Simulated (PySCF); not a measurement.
C4H5P.
Atom-mapped SMILES: `[cH:1]1[cH:2][cH:3][pH:4][cH:5]1` (hydrogens: H6 on C1; H7 on C2; H8 on C3; H9 on P4; H10 on C5)

Cartesian coordinates in Å at the PBE0-D3(BJ)/def2-SVP level; atoms count from 1:
```
atom  x, y, z in Å
C1    -0.3597   -1.0373    0.2928
C2     0.9990   -0.5990    0.0198
C3     1.0979    0.7014   -0.3570
P4    -0.5484    1.3963   -0.6010
C5    -1.3005   -0.0728    0.1259
H6    -0.5894   -2.0609    0.6014
H7     1.8567   -1.2710    0.1108
H8     2.0281    1.2091   -0.6166
H9    -0.6332    2.3300    0.4746
H10   -2.3731   -0.2130    0.2678
```

Linear response at B3LYP/def2-SVPD (PySCF, frozen core in the response, non-relativistic).

Static isotropic polarisability: 69.95 au (10.36 Å³), principal values 49.1, 73.5, 87.2 au.

What is the polarisability at 1064 nm and at the sodium D line?

70.88 au at 1064 nm (+1.3 %), 73.22 au at 589.3 nm (+4.7 %). The rise at 589.3 nm is 3.50 times that at 1064 nm; a pure ω² law gives 3.26. The lowest singlet lies at 266 nm, shorter than both wavelengths.

What is the isotropic C6 coefficient between two such molecules, C6 = (3/π)∫α(iω)² dω?

1711 au (Eh·bohr⁶) by a ten-point quadrature over imaginary frequencies, which is 1020 eV·Å⁶ or 98.7 J·nm⁶/mol.

Which effective excitation energy ω̄ makes London's formula C6 = (3/4)α²ω̄ exact here?

ω̄ = 4·C6/(3α²) = 0.466 Eh = 12.7 eV. A one-pole form α(ω) = α/(1 − ω²/ω̄²) fitted to the 1064 nm value gives 10.1 eV.

How anisotropic is the static polarisability, by Δα² = ½[(α1 − α2)² + (α2 − α3)² + (α3 − α1)²]?

Δα = 33.4 au, or 0.48 of the isotropic value.

What molar refraction at the D line follows from R = (4π/3)·N_A·α′, with α′ the polarisability volume?

α′ = 10.85 Å³ gives R = 27.37 cm³/mol, for isolated, non-vibrating species.

What does −C6/R⁶ come to at R = 8 Å between centres?

-380 J/mol. This is the leading, orientation-averaged term; C8 and higher terms are left out.

What n − 1 at the D line would an ideal gas of it have at 273.15 K and 1 atm (2.6868 × 10¹⁹ cm⁻³), by n − 1 = 2π·N·α′?

18.32 × 10⁻⁴, a formal value whether or not that pressure can be reached.

The lowest 6 singlets have (eV, f): 4.66, 0.040; 4.95, 0.100; 6.10, 0.005; 6.27, 0.005; 6.58, 0.003; 6.64, 0.042. What share of the static polarisability do they carry in the sum over states α = Σ f/ω²?

5.34 au, 7.6 % of α; the largest term, 3.02 au, is that of the state at 4.95 eV. Their oscillator strengths add up to 0.20. Higher states carry the rest.

Hardware: an x86-64 server with one thread, shared host. Cost: 17 s (grids of density and orbitals included). This is the whole response run at B3LYP/def2-SVPD, SCF included.
